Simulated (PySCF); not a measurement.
The numbers are results of PySCF 2.14.0 with CAM-B3LYP-D3(BJ)/def2-TZVP, not measurements. Isolated molecules, 0 K electronic values unless said otherwise. Excitations are Tamm–Dancoff values on a coarser integration grid. The basis has no diffuse functions, so Rydberg states are missing or too high.

Reference species (SMILES): `Cl[Si](Cl)(Cl)Cl` (neutral, multiplicity 1).

- LUMO: 0.57 eV
- T1 excitation (TDA): 7.30 eV
- HOMO–LUMO gap: 11.47 eV

Changed species: `[SiH](Cl)(Cl)Cl` (1 of 4 Cl replaced by H; the reference has 0 of 4 Cl replaced by H).

Task: Give the shifts of the LUMO, T1 excitation (TDA) and HOMO–LUMO gap.

Result: the LUMO rises by 0.50 eV, to 1.07 eV; the T1 excitation (TDA) goes up by 0.23 eV, to 7.53 eV; the HOMO–LUMO gap increases by 0.34 eV, to 11.81 eV.
